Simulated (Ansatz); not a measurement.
This Ansatz (a program for electronic structure) input (CCSD(T)/cc-pwCVTZ) gives -76.39001 Eh with 71 basis functions. A basis named .json is the Basis Set Exchange file of that set (core-valence sets with the plain set on hydrogen).

Ansatz 0.2 input:
```yaml
crystal:
  periodic: [false, false, false]
  atoms:
    - {symbol: O, position_ang: [0.00702152, 0.00134342, 0.11666744]}
    - {symbol: H, position_ang: [-0.04995842, 0.75929218, -0.47415850]}
    - {symbol: H, position_ang: [-0.00621371, -0.77003954, -0.45918106]}
basis:
  gaussian:
    orbitals: cc-pwCVTZ.json
magnetization: {spin_polarized: false}
correlation: {method: ccsd_t, frozen_orbitals: {H: 0, O: 0}}
```

Change:
```diff
- orbitals: cc-pwCVTZ.json
+ orbitals: cc-pVDZ
```

### Question
What does the run give now?

### Answer
-76.24313 Eh (CCSD(T)/cc-pVDZ, 24 functions), a change of +146.88 mEh.
